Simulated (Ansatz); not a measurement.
# H₂SO (triplet): the correlation ladder at distance O1–H3 along a hydrogen transfer = 0.960 Å, cc-pVTZ

Aim: climb from Hartree-Fock through coupled cluster and multireference methods for H₂SO (triplet) at one geometry and basis, and see what each rung misses.

The runs use Ansatz 0.2.0, Gaussian basis; cc-pVTZ, core rule «outside noble gas», up to 6 orbitals frozen.

The runs, in order: UHF; CCSD(T) on ROHF; CCSD(T) on UHF; BCCD(T) on ROHF; CCSDT(Q) on ROHF; CCSDT(Q) on UHF; CASSCF and NEVPT2, 4 electrons in 4 orbitals; CASSCF and NEVPT2, 14 electrons in 10 orbitals.

### 1 What is computed

The geometry derives from fragments relaxed apart (PBE0/def2-TZVP) and kept rigid, so it is no stationary point. A hydrogen atom is moved between rigid fragments.

4 atoms, charge 0, spin multiplicity 3.

Atoms are counted from 1 here; the program's logs count them from 0.

Bond lengths: O1–H2 0.960 Å, O1–H3 0.960 Å. Angles: H2–O1–H3 105.1°.

Coordinates:

```
O    -0.84305   -0.23164    0.00000
H    -1.09236    0.69493    0.00000
H     0.11647   -0.23164    0.00000
S     1.81895   -0.23164    0.00000
```

### 2 UHF

Contents of in.yaml:

```yaml
crystal:
  periodic: [false, false, false]
  atoms:
    - {symbol: O, position_ang: [-0.843055, -0.231644, 0.000000]}
    - {symbol: H, position_ang: [-1.092364, 0.694932, 0.000000]}
    - {symbol: H, position_ang: [0.116474, -0.231644, 0.000000]}
    - {symbol: S, position_ang: [1.818945, -0.231644, 0.000000]}
basis:
  gaussian: {orbitals: cc-pVTZ}
magnetization: {spin_polarized: true, initial_magnetization: 2}
hamiltonian: {xc: hf}
output: {orbitals: {seedname: orbitals}}
```

Started as:

```
> ansatz run in.yaml --threads 1 --pin off --events-out ev --progress --plain --max-ram 4096MiB --backend cpu
```

The runs that follow: CCSD(T) on ROHF; CCSD(T) on UHF; BCCD(T) on ROHF; CCSDT(Q) on ROHF; CCSDT(Q) on UHF; CASSCF and NEVPT2, 4 electrons in 4 orbitals; CASSCF and NEVPT2, 14 electrons in 10 orbitals.

**Question.** What will the summary of the whole plan be? Wanted: UCCSDT(Q) below the RHF energy; RMP2 from UCCSDT(Q); UMP2 from UCCSDT(Q); RCCSD from UCCSDT(Q); RCCSD(T) from UCCSDT(Q); UCCSD(T) from UCCSDT(Q); RCCSDT(Q) from UCCSDT(Q); NEVPT2 pair from UCCSDT(Q); NEVPT2 valence from UCCSDT(Q).

The runs gave:

| quantity | value |
| --- | --- |
| UCCSDT(Q) below the RHF energy | -11.9658 eV |
| RMP2 from UCCSDT(Q) | +1120.2 meV |
| UMP2 from UCCSDT(Q) | +1163.1 meV |
| RCCSD from UCCSDT(Q) | +435.1 meV |
| RCCSD(T) from UCCSDT(Q) | +41.8 meV |
| UCCSD(T) from UCCSDT(Q) | +41.3 meV |
| RCCSDT(Q) from UCCSDT(Q) | +2.6 meV |
| NEVPT2 pair from UCCSDT(Q) | +1163.6 meV |
| NEVPT2 valence from UCCSDT(Q) | +1951.6 meV |
| levels within 1 kcal/mol (43 meV) | RCCSD(T), UCCSD(T), BCCD(T), RCCSDT, UCCSDT, RCCSDT(Q) |
| T1 diagnostic | 0.027 |
| effectively unpaired electrons | 2.01 |

In words: RCCSD(T) misses by +41.8 meV, 0.3 % of the correlation energy. One determinant dominates. Of the multireference levels listed NEVPT2 pair comes nearest in total energy (+1163.6 meV), which doesn't show that its space is the better one. These misses are within one basis, not against nature; the frozen cores of restricted and unrestricted runs differ, which can shift their rows.
